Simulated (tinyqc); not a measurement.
CCSD on RHF in the sto-3g basis, for H3O+, spin multiplicity 1, step by step (part 2 of 2). Computed by tinyqc, a small Python program that keeps every step (integrals from PySCF). Command: `OMP_NUM_THREADS=1 python tinyqc.py 31320 31321 out.jsonl` (the two numbers bound the seeds that draw the settings). One thread of a shared host (Intel(R) Xeon(R) Processor @ 2.60GHz), about 0.2 s of CPU time with the checks.

Geometry (angstrom):
```
atom        x        y       z
O      0.0000   0.0000  0.2310
H      0.9300   0.0000  0.0000
H     -0.4650   0.8050  0.0000
H     -0.4650  -0.8050  0.0000
```

## Integrals over molecular orbitals

coefficients C:
```
            MO1      MO2      MO3      MO4      MO5      MO6      MO7      MO8
1O 1s    0.9939  -0.2397   0.0000  -0.0001  -0.0491  -0.1657  -0.0002   0.0000
1O 2s    0.0283   0.8673   0.0000   0.0003   0.2415   1.1123   0.0016   0.0000
1O 2px   0.0000  -0.0001   0.0000   0.7064  -0.0001   0.0009  -0.9428   0.0000
1O 2py   0.0000   0.0000   0.7064   0.0000   0.0000   0.0000   0.0000   0.9429
1O 2pz  -0.0024  -0.0969   0.0000   0.0001   0.9663  -0.3066  -0.0004   0.0000
2H 1s   -0.0053   0.0974   0.0000   0.3943  -0.0668  -0.6688   1.0134   0.0000
3H 1s   -0.0053   0.0975   0.3415  -0.1971  -0.0668  -0.6672  -0.5079  -0.8785
4H 1s   -0.0053   0.0975  -0.3415  -0.1971  -0.0668  -0.6672  -0.5079   0.8785
```

core Hamiltonian H = T + V (hartree):
```
           1O 1s    1O 2s   1O 2px   1O 2py   1O 2pz    2H 1s    3H 1s    4H 1s
1O 1s   -33.2723  -7.7433   0.0000   0.0000   0.0112  -1.7742  -1.7756  -1.7756
1O 2s    -7.7433  -9.8790   0.0002   0.0000   0.1319  -3.9359  -3.9381  -3.9381
1O 2px    0.0000   0.0002  -8.1363   0.0000   0.0000  -2.6417   1.3219   1.3219
1O 2py    0.0000   0.0000   0.0000  -8.1363   0.0000   0.0000  -2.2883   2.2883
1O 2pz    0.0112   0.1319   0.0000   0.0000  -7.9818   0.6956   0.6961   0.6961
2H 1s    -1.7742  -3.9359  -2.6417   0.0000   0.6956  -5.3799  -1.5024  -1.5024
3H 1s    -1.7756  -3.9381   1.3219  -2.2883   0.6961  -1.5024  -5.3813  -1.5038
4H 1s    -1.7756  -3.9381   1.3219   2.2883   0.6961  -1.5024  -1.5038  -5.3813
```

Given earlier and not repeated: Two-electron integrals (ij|kl) in chemists' order.

(pq|rs) = sum C_ip C_jq C_kr C_ls (ij|kl), one index at a time.

one-electron integrals over orbitals h = C^T H C (hartree):
```
          1        2        3        4        5        6        7        8
1  -33.2541   0.5696   0.0000   0.0001   0.1105   0.3744   0.0005   0.0000
2    0.5696  -8.2467   0.0000   0.0000  -0.1102  -1.4562  -0.0021   0.0000
3    0.0000   0.0000  -7.1721   0.0000   0.0000   0.0000   0.0000  -1.7260
4    0.0001   0.0000   0.0000  -7.1718  -0.0001  -0.0022   1.7263   0.0000
5    0.1105  -0.1102   0.0000  -0.0001  -7.9011   0.4261   0.0003   0.0000
6    0.3744  -1.4562   0.0000  -0.0022   0.4261  -5.1167   0.0003   0.0000
7    0.0005  -0.0021   0.0000   1.7263   0.0003   0.0003  -5.6367   0.0000
8    0.0000   0.0000  -1.7260   0.0000   0.0000   0.0000   0.0000  -5.6368
```

Two-electron integrals over orbitals (pq|rs), unique and non-zero (hartree):
```
(11|11) 4.7431      (21|11) -0.4281     (21|21) 0.0613      (22|11) 1.0257
(22|21) -0.0150     (22|22) 0.7290      (31|31) 0.0143      (32|31) 0.0218
(32|32) 0.1419      (33|11) 0.8775      (33|21) -0.0065     (33|22) 0.6677
(33|33) 0.6788      (41|11) -1.04e-04   (41|21) 1.14e-05    (41|22) -1.41e-05
(41|33) -0.0025     (41|41) 0.0143      (42|11) 2.87e-05    (42|21) -7.36e-06
(42|22) -5.83e-05   (42|33) -0.0339     (42|41) 0.0218      (42|42) 0.1419
(43|31) -0.0025     (43|32) -0.0339     (43|43) 0.0423      (44|11) 0.8775
(44|21) -0.0065     (44|22) 0.6677      (44|33) 0.5942      (44|41) 0.0025
(44|42) 0.0340      (44|44) 0.6787      (51|11) -0.0868     (51|21) 0.0098
(51|22) -0.0107     (51|33) -0.0029     (51|41) 3.22e-06    (51|42) -8.28e-07
(51|44) -0.0029     (51|51) 0.0270      (52|11) 0.0390      (52|21) -0.0055
(52|22) -0.0204     (52|33) 0.0022      (52|41) -1.05e-06   (52|42) -4.25e-06
(52|44) 0.0021      (52|51) 0.0307      (52|52) 0.1425      (53|31) 0.0029
(53|32) 0.0043      (53|43) 0.0031      (53|53) 0.0356      (54|11) 3.40e-05
(54|21) -2.49e-06   (54|22) 4.47e-06    (54|33) 0.0031      (54|41) 0.0029
(54|42) 0.0043      (54|44) -0.0031     (54|51) 7.59e-06    (54|52) 2.77e-05
(54|54) 0.0356      (55|11) 1.1024      (55|21) -0.0131     (55|22) 0.7423
(55|33) 0.6633      (55|41) -2.70e-06   (55|42) 1.58e-05    (55|44) 0.6633
(55|51) 0.0098      (55|52) 0.0623      (55|54) 3.14e-05    (55|55) 0.8795
(61|11) -0.2967     (61|21) 0.0434      (61|22) -0.0090     (61|33) -0.0043
(61|41) 2.55e-05    (61|42) 2.06e-05    (61|44) -0.0043     (61|51) 0.0017
(61|52) -0.0100     (61|54) 3.98e-07    (61|55) -0.0111     (61|61) 0.0319
(62|11) 0.3359      (62|21) -0.0104     (62|22) 0.1417      (62|33) 0.1014
(62|41) 1.10e-05    (62|42) 6.29e-05    (62|44) 0.1014      (62|51) -0.0104
(62|52) -0.0196     (62|54) 1.46e-05    (62|55) 0.1575      (62|61) -0.0053
(62|62) 0.0804      (63|31) 0.0069      (63|32) -0.0105     (63|43) 0.0240
(63|53) 0.0051      (63|63) 0.0516      (64|11) 4.58e-04    (64|21) -1.12e-05
(64|22) 2.10e-04    (64|33) 0.0241      (64|41) 0.0069      (64|42) -0.0106
(64|44) -0.0238     (64|51) -1.29e-06   (64|52) 2.67e-05    (64|54) 0.0052
(64|55) 2.39e-04    (64|61) 4.29e-07    (64|62) 1.35e-04    (64|64) 0.0518
(65|11) -0.0857     (65|21) -0.0010     (65|22) -0.0536     (65|33) -0.0295
(65|41) 5.12e-06    (65|42) 2.94e-05    (65|44) -0.0294     (65|51) 0.0168
(65|52) 0.0556      (65|54) 3.49e-05    (65|55) -0.0372     (65|61) -0.0042
(65|62) -0.0367     (65|64) -4.44e-05   (65|65) 0.0385      (66|11) 0.6750
(66|21) -0.0075     (66|22) 0.5319      (66|33) 0.5113      (66|41) 2.38e-05
(66|42) 2.10e-04    (66|44) 0.5115      (66|51) -0.0127     (66|52) -0.0428
(66|54) -2.67e-05   (66|55) 0.5125      (66|61) -0.0028     (66|62) 0.0554
(66|64) -5.03e-05   (66|65) -0.0312     (66|66) 0.4751      (71|11) -3.69e-04
(71|21) 5.78e-05    (71|22) -6.85e-07   (71|33) 0.0023      (71|41) -0.0164
(71|42) -0.0234     (71|44) -0.0023     (71|51) 4.05e-06    (71|52) -9.09e-06
(71|54) -0.0034     (71|55) -1.25e-05   (71|61) 2.17e-05    (71|62) -2.21e-05
(71|64) -0.0075     (71|65) -9.32e-06   (71|66) -3.30e-05   (71|71) 0.0188
(72|11) 4.77e-04    (72|21) -1.14e-05   (72|22) 2.15e-04    (72|33) -0.0126
(72|41) -0.0148     (72|42) -0.0470     (72|44) 0.0129      (72|51) -1.04e-05
(72|52) -7.31e-06   (72|54) -0.0136     (72|55) 2.24e-04    (72|61) -2.36e-05
(72|62) 5.98e-05    (72|64) -0.0370     (72|65) -4.86e-05   (72|66) 7.81e-05
(72|71) 0.0161      (72|72) 0.0521      (73|31) -0.0031     (73|32) -0.0407
(73|43) 0.0047      (73|53) 0.0037      (73|63) 0.0242      (73|73) 0.0340
(74|11) -0.3673     (74|21) 0.0075      (74|22) -0.1581     (74|33) -0.1303
(74|41) 0.0031      (74|42) 0.0407      (74|44) -0.1210     (74|51) -0.0006
(74|52) -0.0268     (74|54) -0.0037     (74|55) -0.1878     (74|61) 0.0054
(74|62) -0.0835     (74|64) -0.0243     (74|65) 0.0198      (74|66) -0.0438
(74|71) -0.0036     (74|72) 0.0005      (74|74) 0.1445      (75|11) -5.37e-05
(75|21) -1.08e-06   (75|22) -2.79e-05   (75|33) 0.0085      (75|41) -0.0048
(75|42) -0.0287     (75|44) -0.0085     (75|51) 2.12e-05    (75|52) 7.67e-05
(75|54) -0.0231     (75|55) -1.11e-05   (75|61) -1.09e-05   (75|62) -4.29e-05
(75|64) 0.0094      (75|65) 1.49e-05    (75|66) -8.13e-05   (75|71) 0.0054
(75|72) 0.0085      (75|74) -0.0105     (75|75) 0.0264      (76|11) -5.36e-05
(76|21) 1.52e-06    (76|22) 1.91e-05    (76|33) 0.0417      (76|41) -0.0133
(76|42) -0.1013     (76|44) -0.0418     (76|51) -1.16e-05   (76|52) -3.96e-05
(76|54) 0.0079      (76|55) -4.00e-05   (76|61) -1.27e-05   (76|62) -1.31e-05
(76|64) 0.0465      (76|65) -5.07e-05   (76|66) -2.75e-04   (76|71) 0.0146
(76|72) 0.0028      (76|74) -0.0501     (76|75) 0.0232      (76|76) 0.1198
(77|11) 0.7995      (77|21) -0.0083     (77|22) 0.5863      (77|33) 0.5322
(77|41) 4.64e-04    (77|42) 0.0314      (77|44) 0.6052      (77|51) -0.0020
(77|52) 0.0011      (77|54) -0.0075     (77|55) 0.5843      (77|61) -0.0055
(77|62) 0.0719      (77|64) -0.0402     (77|65) -0.0174     (77|66) 0.4908
(77|71) -3.59e-04   (77|72) 0.0225      (77|74) -0.0673     (77|75) -0.0097
(77|76) -0.0589     (77|77) 0.5847      (81|31) 0.0164      (81|32) 0.0234
(81|43) -0.0023     (81|53) 0.0034      (81|63) 0.0075      (81|73) -0.0036
(81|81) 0.0188      (82|31) 0.0148      (82|32) 0.0470      (82|43) 0.0128
(82|53) 0.0136      (82|63) 0.0370      (82|73) 0.0007      (82|81) 0.0161
(82|82) 0.0521      (83|11) 0.3673      (83|21) -0.0075     (83|22) 0.1581
(83|33) 0.1209      (83|41) 0.0031      (83|42) 0.0408      (83|44) 0.1303
(83|51) 0.0006      (83|52) 0.0268      (83|54) -0.0037     (83|55) 0.1878
(83|61) -0.0054     (83|62) 0.0835      (83|64) -0.0241     (83|65) -0.0198
(83|66) 0.0440      (83|71) -0.0036     (83|72) 0.0008      (83|74) -0.0791
(83|75) -0.0105     (83|76) -0.0503     (83|77) 0.1016      (83|83) 0.1445
(84|31) 0.0031      (84|32) 0.0408      (84|43) -0.0047     (84|53) -0.0037
(84|63) -0.0241     (84|73) -0.0315     (84|81) 0.0036      (84|82) -0.0007
(84|84) 0.0339      (85|31) 0.0048      (85|32) 0.0287      (85|43) -0.0085
(85|53) 0.0231      (85|63) -0.0094     (85|73) -0.0105     (85|81) 0.0054
(85|82) 0.0085      (85|84) 0.0105      (85|85) 0.0264      (86|31) 0.0133
(86|32) 0.1012      (86|43) -0.0416     (86|53) -0.0079     (86|63) -0.0463
(86|73) -0.0502     (86|81) 0.0146      (86|82) 0.0028      (86|84) 0.0502
(86|85) 0.0232      (86|86) 0.1195      (87|31) 0.0005      (87|32) 0.0318
(87|43) -0.0366     (87|53) -0.0075     (87|63) -0.0404     (87|73) -0.0174
(87|81) 4.04e-04    (87|82) -0.0224     (87|84) 0.0173      (87|85) 0.0098
(87|86) 0.0591      (87|87) 0.0484      (88|11) 0.7995      (88|21) -0.0083
(88|22) 0.5863      (88|33) 0.6054      (88|41) -5.00e-04   (88|42) -0.0316
(88|44) 0.5322      (88|51) -0.0020     (88|52) 0.0011      (88|54) 0.0075
(88|55) 0.5843      (88|61) -0.0055     (88|62) 0.0719      (88|64) 0.0406
(88|65) -0.0175     (88|66) 0.4905      (88|71) 3.81e-04    (88|72) -0.0223
(88|74) -0.1017     (88|75) 0.0098      (88|76) 0.0591      (88|77) 0.4886
(88|83) 0.0672      (88|88) 0.5850
```

## CCSD: starting amplitudes

orbital energies (hartree): MO1 -20.8617, MO2 -1.7983, MO3 -1.1220, MO4 -1.1220, MO5 -0.9195, MO6 0.1133, MO7 0.3026, MO8 0.3028

t_ij^ab = <ij||ab> / (e_i + e_j - e_a - e_b), whose energy is MP2.

Starting amplitudes (spin orbitals 1a, 1b, ...; amplitudes related by a flip of all spins are not repeated; the 24 largest):
```
from      to        t
3a 3b  8a 8b  -0.0507
4a 4b  7a 7b  -0.0507
3a 4b  7b 8a  -0.0278
2a 4b  6a 7b   0.0250
2a 3b  6a 8b  -0.0250
2a 2b  6a 6b  -0.0210
4a 4b  6a 6b  -0.0210
3a 3b  6a 6b  -0.0209
5a 5b  6a 6b  -0.0186
3a 4a  7a 8a  -0.0167
2a 4a  6a 7a   0.0139
2a 3a  6a 8a  -0.0139
2a 5b  6a 6b   0.0124
2a 2b  7a 7b  -0.0124
2a 2b  8a 8b  -0.0124
3a 3b  7a 7b  -0.0119
4a 4b  8a 8b  -0.0119
2a 3b  6b 8a   0.0111
2a 4b  6b 7a  -0.0111
3a 4b  7a 8b   0.0111
5a 5b  7a 7b  -0.0108
5a 5b  8a 8b  -0.0108
4a 4b  6a 7b   0.0091
3a 3b  6a 7b  -0.0091
```

correlation energy = -0.045367 hartree

## CCSD: amplitude update 1

t_i^a D_i^a and t_ij^ab D_ij^ab are set to the remaining terms of the spin-orbital equations, evaluated with the old amplitudes; for the doubles these are <ij||ab> + 1/2 <ab||ef> t_ij^ef + 1/2 <mn||ij> t_mn^ab + P(ij)P(ab) <mb||ej> t_im^ae + terms in t^2 + terms with t1, D the orbital-energy denominators.

Amplitudes after update 1 (spin orbitals 1a, 1b, ...; amplitudes related by a flip of all spins are not repeated; the 24 largest):
```
from      to        t
3a 3b  8a 8b  -0.0626
4a 4b  7a 7b  -0.0626
3a 4b  7b 8a  -0.0324
2a 4b  6a 7b   0.0299
2a 3b  6a 8b  -0.0299
4a 4b  6a 6b  -0.0266
3a 3b  6a 6b  -0.0265
2a 2b  6a 6b  -0.0228
5a 5b  6a 6b  -0.0217
3a 4b  7a 8b   0.0164
2a 3b  6b 8a   0.0161
2a 4b  6b 7a  -0.0161
3a 4a  7a 8a  -0.0160
2a 5b  6a 6b   0.0159
2a 4a  6a 7a   0.0139
2a 3a  6a 8a  -0.0139
3a 3b  7a 7b  -0.0138
4a 4b  8a 8b  -0.0138
2a 2b  7a 7b  -0.0137
2a 2b  8a 8b  -0.0137
4a 4b  6a 7b   0.0123
3a 3b  6a 7b  -0.0122
3a 4b  6a 8b   0.0122
3a 4b  6b 8a  -0.0122
```

correlation energy = -0.054424 hartree

## CCSD: amplitude update 2

As before.

Amplitudes after update 2 (spin orbitals 1a, 1b, ...; amplitudes related by a flip of all spins are not repeated; the 24 largest):
```
from      to        t
3a 3b  8a 8b  -0.0664
4a 4b  7a 7b  -0.0664
3a 4b  7b 8a  -0.0335
2a 4b  6a 7b   0.0312
2a 3b  6a 8b  -0.0312
4a 4b  6a 6b  -0.0285
3a 3b  6a 6b  -0.0284
2a 2b  6a 6b  -0.0235
5a 5b  6a 6b  -0.0228
3a 4b  7a 8b   0.0188
2a 4b  6b 7a  -0.0179
2a 3b  6b 8a   0.0179
2a 5b  6a 6b   0.0173
3a 4a  7a 8a  -0.0147
3a 3b  7a 7b  -0.0142
4a 4b  8a 8b  -0.0141
2a 2b  7a 7b  -0.0139
2a 2b  8a 8b  -0.0139
4a 4b  6a 7b   0.0133
3a 3b  6a 7b  -0.0133
3a 4b  6a 8b   0.0132
2a 4a  6a 7a   0.0132
3a 4b  6b 8a  -0.0132
2a 3a  6a 8a  -0.0132
```

correlation energy = -0.057026 hartree

## CCSD: amplitude update 3

As before.

Amplitudes after update 3 (spin orbitals 1a, 1b, ...; amplitudes related by a flip of all spins are not repeated; the 24 largest):
```
from      to        t
3a 3b  8a 8b  -0.0678
4a 4b  7a 7b  -0.0678
3a 4b  7b 8a  -0.0338
2a 4b  6a 7b   0.0315
2a 3b  6a 8b  -0.0315
4a 4b  6a 6b  -0.0291
3a 3b  6a 6b  -0.0291
2a 2b  6a 6b  -0.0239
5a 5b  6a 6b  -0.0232
3a 4b  7a 8b   0.0198
2a 4b  6b 7a  -0.0187
2a 3b  6b 8a   0.0187
2a 5b  6a 6b   0.0178
3a 3b  7a 7b  -0.0142
4a 4b  8a 8b  -0.0142
3a 4a  7a 8a  -0.0140
2a 2b  7a 7b  -0.0140
2a 2b  8a 8b  -0.0140
4a 4b  6a 7b   0.0137
3a 3b  6a 7b  -0.0136
3a 4b  6a 8b   0.0136
3a 4b  6b 8a  -0.0135
2a 4a  6a 7a   0.0129
2a 3a  6a 8a  -0.0129
```

correlation energy = -0.057890 hartree

## CCSD: convergence

E_corr = 1/4 sum <ij||ab> t_ij^ab + 1/2 sum <ij||ab> t_i^a t_j^b; stop when the norm of the change is below 1e-8.

Course of the amplitude iterations:
```
update  correlation energy (hartree)  norm of the change
0                          -0.045367                   -
1                          -0.054424            5.92e-02
2                          -0.057026            2.07e-02
3                          -0.057890            7.99e-03
4                          -0.058200            3.29e-03
5                          -0.058317            1.44e-03
6                          -0.058363            6.66e-04
7                          -0.058382            3.23e-04
8                          -0.058389            1.62e-04
9                          -0.058393            8.33e-05
10                         -0.058394            4.36e-05
11                         -0.058395            2.31e-05
12                         -0.058395            1.23e-05
13                         -0.058395            6.62e-06
14                         -0.058395            3.56e-06
15                         -0.058396            1.93e-06
16                         -0.058396            1.04e-06
17                         -0.058396            5.65e-07
18                         -0.058396            3.06e-07
19                         -0.058396            1.66e-07
20                         -0.058396            9.02e-08
21                         -0.058396            4.90e-08
22                         -0.058396            2.66e-08
23                         -0.058396            1.45e-08
24                         -0.058396            7.85e-09
```

Converged amplitudes (spin orbitals 1a, 1b, ...; amplitudes related by a flip of all spins are not repeated; the 24 largest):
```
from      to        t
3a 3b  8a 8b  -0.0687
4a 4b  7a 7b  -0.0686
3a 4b  7b 8a  -0.0341
2a 4b  6a 7b   0.0317
2a 3b  6a 8b  -0.0317
4a 4b  6a 6b  -0.0293
3a 3b  6a 6b  -0.0293
2a 2b  6a 6b  -0.0242
5a 5b  6a 6b  -0.0236
3a 4b  7a 8b   0.0206
2a 4b  6b 7a  -0.0191
2a 3b  6b 8a   0.0191
2a 5b  6a 6b   0.0184
3a 3b  7a 7b  -0.0141
4a 4b  8a 8b  -0.0141
2a 2b  7a 7b  -0.0140
2a 2b  8a 8b  -0.0140
4a 4b  6a 7b   0.0137
3a 3b  6a 7b  -0.0137
3a 4b  6a 8b   0.0137
3a 4b  6b 8a  -0.0136
3a 4a  7a 8a  -0.0135
2a 4a  6a 7a   0.0126
2a 3a  6a 8a  -0.0126
```

CCSD total energy = -75.385247 hartree

T1 diagnostic, norm of the one-spin t1 over sqrt(correlated electrons) = 0.0054

Converged in 24 updates.
